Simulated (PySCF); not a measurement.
**S2: energy against distance**

Set-up: PySCF, spin-free X2C with a Gaussian nucleus, basis sets S x2c-TZVPPall. Energies in eV from S + S in their ground configurations at the same level. State: ³Σg⁻ (triplet), unpaired electrons π ↑↑.

All columns are B97-3.

```json
{"R (Å)": "1.625", "E (eV)": "-2.773", "HOMO (eV)": "-6.07", "LUMO (eV)": "-2.60", "Mayer bond order": "2.19", "⟨S²⟩": "2.01"}
{"R (Å)": "1.700", "E (eV)": "-3.801", "HOMO (eV)": "-6.36", "LUMO (eV)": "-2.88", "Mayer bond order": "2.16", "⟨S²⟩": "2.01"}
{"R (Å)": "1.776", "E (eV)": "-4.375", "HOMO (eV)": "-6.62", "LUMO (eV)": "-3.15", "Mayer bond order": "2.13", "⟨S²⟩": "2.01"}
{"R (Å)": "1.832", "E (eV)": "-4.587", "HOMO (eV)": "-6.81", "LUMO (eV)": "-3.35", "Mayer bond order": "2.11", "⟨S²⟩": "2.01"}
{"R (Å)": "1.889", "E (eV)": "-4.660", "HOMO (eV)": "-6.98", "LUMO (eV)": "-3.53", "Mayer bond order": "2.09", "⟨S²⟩": "2.01"}
{"R (Å)": "1.946", "E (eV)": "-4.627", "HOMO (eV)": "-7.15", "LUMO (eV)": "-3.70", "Mayer bond order": "2.08", "⟨S²⟩": "2.01"}
{"R (Å)": "2.021", "E (eV)": "-4.462", "HOMO (eV)": "-7.35", "LUMO (eV)": "-3.92", "Mayer bond order": "2.07", "⟨S²⟩": "2.01"}
{"R (Å)": "2.116", "E (eV)": "-4.121", "HOMO (eV)": "-7.58", "LUMO (eV)": "-4.17", "Mayer bond order": "2.05", "⟨S²⟩": "2.01"}
{"R (Å)": "2.229", "E (eV)": "-3.596", "HOMO (eV)": "-7.82", "LUMO (eV)": "-4.44", "Mayer bond order": "2.04", "⟨S²⟩": "2.01"}
{"R (Å)": "2.380", "E (eV)": "-2.809", "HOMO (eV)": "-8.03", "LUMO (eV)": "-4.74", "Mayer bond order": "2.03", "⟨S²⟩": "2.01"}
```

The state is the lowest determinant that a PBE0 search found; another state may lie lower at other levels.
